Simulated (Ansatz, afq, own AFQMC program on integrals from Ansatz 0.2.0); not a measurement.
SiH$_{2}$O, singlet in cc-pVDZ along one coordinate

```xyz
4

Si    0.0000   -0.1186    0.6062
O     0.0000    0.1621   -1.0273
H     0.0000    1.3666    0.9807
H     0.0000   -0.6354   -1.5633
```

The Si1–O2 distance is changed with both sides rigid. Energies in eV count from this geometry (1.657 Å) at the same level; the start stands on RHF, each point on the determinant named.

Basis cc-pVDZ. Only valence electrons are correlated. Ansatz 0.2.0 and our own AFQMC program on the same integrals; the CISD trial comes from CCSD amplitudes, and released means the phaseless constraint is let go. Uncertainties: one standard error, sampling alone.

Cautions, each for one point or more: (Q) is large, so the cluster series hasn't closed; CCSDT(Q) on the RHF determinant differs, by its state or its frozen core; cluster runs in doubt by the program's own checks; higher spins were not checked; raised T1 diagnostic; released walk and highest rung disagree; restricted determinant unstable towards unrestricted; strong correlation; the search met a lower determinant of the same kind, perhaps of another symmetry, and this one is a saddle point; unrestricted determinant spin contaminated; walk and cluster series may follow different spin states.

```tsv
r(Si1–O2) / Å	det.	T1	weight	⟨S²⟩	PBE0	r2SCAN	CCSD(T)
1.516	RHF	0.015	0.88	pure	0.590	0.604	0.644
1.817	RHF	0.022	0.87	pure	0.159	0.137	0.119
2.294	RHF	0.039	0.84	pure	2.108	1.989	2.003
3.116	UHF‡¶	0.036	0.85	0.97	4.413§	4.325§	4.399
4.575	UHF‡¶	0.012	0.89	1.02	4.889§	4.943§	4.628
```

Q: Estimate the curve of phaseless AFQMC with a CISD trial, counted from the same start.

A: 
```csv
r(Si1–O2) / Å,det.,T1,weight,⟨S²⟩,ph-AFQMC/CISD,released AFQMC,CCSDT(Q)
1.516,RHF,0.015,0.88,pure,0.653 ± 0.020,–,0.648
1.817,RHF,0.022,0.87,pure,0.112 ± 0.025,0.110 ± 0.036,0.111
2.294,RHF,0.039,0.84,pure,1.963 ± 0.032,1.976 ± 0.051*,1.926
3.116,UHF‡¶,0.036,0.85,0.97,4.224 ± 0.027,4.195 ± 0.047*,4.035
4.575,UHF‡¶,0.012,0.89,1.02,4.631 ± 0.021,4.625 ± 0.036*,4.641
```

Weight is that of the determinant in the CISD state; at the start T1 is 0.018 and the weight 0.88. ¶ marks points with a poor determinant and no full CI, where no value is sure; they don't count among the departures. An asterisk marks released energies that aren't shown to be converged. A double dagger marks points where the walks on two determinants ended up to 0.541 eV apart; the lower is shown. A dash marks a missing value, a released energy that hasn't settled or a functional that sits on another state. § marks a functional whose ⟨S²⟩ is too high by over 0.1. Largest departures from phaseless AFQMC with a CISD trial: CCSD(T) 0.040 eV at 2.294 (on RHF) (within the noise), CCSDT(Q) -0.036 eV at 2.294 (on RHF) (within the noise), PBE0 0.145 eV at 2.294, r2SCAN -0.049 eV at 1.516. The walk's constraint bias lies outside its error bars, so these are departures and not errors. Functionals count only at points shown to share the start's state and spin. In this small basis the wave-function levels are far from their limit, so their gap to the functionals isn't the functionals' error.

CCSDT and higher add their correlation energy to the determinant of the CCSD(T) run, since their own runs factorise the integrals more tightly (a shift of under 2 meV). A walk keeps the symmetry of its determinant, which the program's search chose and which needn't be the lowest solution, so a lower state of the same spin and another symmetry isn't excluded.
